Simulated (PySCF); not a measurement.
CH2, SMILES [CH2], multiplicity 3.

The structure is a stationary point at r2SCAN-D4/def2-TZVPD. The isomer is the one that the SMILES or the coordinates give; other isomers of the formula were not compared.

The numbers are results of B3LYP/def2-TZVPD (PySCF), not measurements.

Isolated molecule, no solvent.

| Property | Result |
|---|---|
| total energy | -39.16948 hartree |
| point group | C2v |
| α spin, highest occupied and lowest empty level | -6.79 and 0.33 eV |
| β spin, highest occupied and lowest empty level | -11.98 and -2.61 eV |
| dipole moment | 0.60 D |
| quadrupole, principal values (traceless, Buckingham form, about the centre of nuclear charge) | -1.45, -0.65, 2.11 D·Å |
| mean static polarisability | 15.1 bohr³ (2.23 Å³) |
| polarisability, principal values | 14.3, 14.9, 16.0 bohr³ |
| ⟨S²⟩ | 2.005 (pure state 2.00) |
